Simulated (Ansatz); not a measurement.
Cartesian coordinates (Å):
```xyz
2

C      0.5801     0.0000     0.0000
N     -0.5801     0.0000     0.0000
```
Charge 0, spin multiplicity 2.

Level of theory: frozen-core CCSD(T)/cc-pVTZ // PBE0-D4/def2-TZVP in Ansatz (a program for electronic structure).

```yaml
HF energy: -92.23528 Ha
MP2 correlation energy: -0.27687 Ha
```

**Question.** Estimate the CCSD correlation energy, the (T) correction, the total energy and the T1 diagnostic.

**Answer.** 
| Property | Value |
|---|---|
| CCSD correlation energy | -0.31186 Ha |
| (T) correction | -0.01816 Ha |
| CCSD(T) total energy | -92.56530 Ha |
| T1 diagnostic | 0.086 |
